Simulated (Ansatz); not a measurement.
**Worked example: correlation energy of CCl$_{4}$, singlet**

Geometry: MP2(full)/6-31G*, from the G2/97 set.

```tsv
atom	x (Å)	y (Å)	z (Å)
C	0.0000	0.0000	0.0000
Cl	1.0213	1.0213	1.0213
Cl	-1.0213	-1.0213	1.0213
Cl	-1.0213	1.0213	-1.0213
Cl	1.0213	-1.0213	-1.0213
```

Basis 6-31G* (Cartesian d functions); Ansatz 0.2.0. Only valence electrons are correlated (noble-gas cores frozen), which leaves 32 electrons in 70 orbitals. R marks a restricted (for open shells ROHF) determinant.

Full CI isn't at hand for all of this; RCCSDT(Q) serves as the reference, and is uncertain by about the last step of the cluster series.

Runs differ by some tens of microhartree through their thresholds, so steps under 0.03 kcal/mol mean nothing.

```
    level  total energy (hartree)
      RHF            -1875.744790
     RMP2            -1876.407126
    RCCSD            -1876.451650
 RCCSD(T)            -1876.474338
   RCCSDT            -1876.475163
RCCSDT(Q)            -1876.476584
```

Problem. What is the correlation energy at RCCSDT(Q), and what share of it do RMP2 and RCCSD recover?

Solution. E(corr) = -1876.476584 − (-1875.744790) = -0.731794 hartree = -19.913 eV. RMP2: -0.662336 / -0.731794 = 90.51 %. RCCSD: -0.706860 / -0.731794 = 96.59 %.

Problem. By how many kcal/mol does RCCSD(T) miss RCCSDT(Q) (1 hartree = 627.509 kcal/mol), and which steps make up the rest?

Solution. -1876.474338 − (-1876.476584) = 0.002246 hartree = 1.41 kcal/mol. Steps: RCCSDT − RCCSD(T) = -0.52, RCCSDT(Q) − RCCSDT = -0.89 kcal/mol. Differences between like states or geometries often cancel part of this.
